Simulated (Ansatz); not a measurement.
Reaction: PH3 (SMILES P) + H+ → PH4+ (SMILES [PH4+])
Each species at its own B3LYP-D3(BJ)/def2-TZVP minimum (Ansatz, an electronic-structure program).

Total energies in hartree (Ansatz). Radicals and triplets start from unrestricted determinants; spin-orbit coupling is neglected. Cores are frozen in correlated methods. No relativity.

```tsv
species	HF/cc-pV(T+d)Z	CCSD(T)/cc-pV(T+d)Z	HF/cc-pV(Q+d)Z	CCSD(T)/cc-pV(Q+d)Z	CCSDT(Q)/cc-pV(Q+d)Z
1: PH3 (SMILES P)	-342.48995	-342.69519	-342.49365	-342.70959	-342.71074
2: PH4+ (SMILES [PH4+])	-342.80994	-343.00399	-342.81420	-343.01816	-343.01907
```

Task: Work out the proton affinity (electronic), positive where energy is released in kcal/mol: take Hartree-Fock from cc-pV(Q+d)Z, extrapolate the CCSD(T) correlation energy as X^-3 (X = 3, 4), and add CCSDT(Q) - CCSD(T) in cc-pV(Q+d)Z. 1 hartree = 627.51 kcal/mol.

Result: 
Species 1: correlation (64·(-0.21594) - 27·(-0.20524))/37 = -0.22375; step -0.00115; E1 = -342.49365 + (-0.22375) + (-0.00115) = -342.71855
H+ has no electrons: E = 0
Species 2: correlation (64·(-0.20396) - 27·(-0.19405))/37 = -0.21119; step -0.00091; E2 = -342.81420 + (-0.21119) + (-0.00091) = -343.02630
+1·E1 -1·E2 = 0.30775 hartree = 193.1 kcal/mol.
